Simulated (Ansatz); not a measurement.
# B₂H (sextet): the correlation ladder, cc-pVTZ

One table from this session's results is given with a row withheld; the runs are named, their logs left out.

The runs use Ansatz 0.2.0, Gaussian basis; cc-pVTZ, core rule «outside noble gas», up to 2 orbitals frozen.

The runs, in order: UHF; CCSD(T) on ROHF; CCSD(T) on UHF; BCCD(T) on ROHF; CCSDT(Q) on ROHF; CCSDT(Q) on UHF.

22 further runs of the same task are left out: 4 for a known fault of the program, 5 that didn't finish, 13 set aside as unsound or not needed.

### What is computed

The geometry is a PBE0/def2-TZVP stationary point (not a proven minimum) of the parent state, kept for this charge and spin.

3 atoms, charge 0, spin multiplicity 6.

Atoms are counted from 1 here; the program's logs count them from 0.

Bond lengths: B1–B2 1.520 Å, B1–H3 1.178 Å. Angles: B2–B1–H3 180.0°.

Set-up of the first run:

in.yaml

```yaml
crystal:
  periodic: [false, false, false]
  atoms:
    - {symbol: B, position_ang: [0.000000, 0.000000, 0.114060]}
    - {symbol: B, position_ang: [0.000000, 0.000000, -1.406367]}
    - {symbol: H, position_ang: [0.000000, 0.000000, 1.292307]}
basis:
  gaussian: {orbitals: cc-pVTZ}
magnetization: {spin_polarized: true, initial_magnetization: 5}
hamiltonian: {xc: hf}
output: {orbitals: {seedname: orbitals}}
```

Started as:

```sh
$ ansatz run in.yaml --threads 1 --pin off --events-out ev --progress --plain --max-ram 2393MiB
```

Among the steps run: UHF; CCSD(T) on ROHF; CCSD(T) on UHF; BCCD(T) on ROHF; CCSDT(Q) on ROHF; CCSDT(Q) on UHF.

One of the session's tables, all rows but one given; the rest of the session is left out.

It belongs to the step «Misses and costs». 

| method | from UCCSDT(Q) (kcal/mol) |
| --- | --- |
| ROHF | +76.34 |
| UHF | +75.48 |
| RMP2 | ? |
| UMP2 | +22.06 |
| RCCSD | +4.45 |
| UCCSD | +4.48 |
| RCCSD(T) | +1.26 |
| UCCSD(T) | +1.27 |
| BCCD(T) | +0.97 |
| RCCSDT | +0.19 |
| UCCSDT | +0.16 |
| RCCSDT(Q) | +0.07 |
| UCCSDT(Q) | 0 |

**Question.** Estimate the row for RMP2.

**Answer.** from UCCSDT(Q) (kcal/mol): +21.49. In the column «from UCCSDT(Q) (kcal/mol)» it lies between UCCSD (+4.48) and UMP2 (+22.06).

Caveats from the session: Restricted and unrestricted rows rest on different reference determinants; where their highest levels disagree by more than a few hundredths of an eV, they describe different states and don't form one ladder.
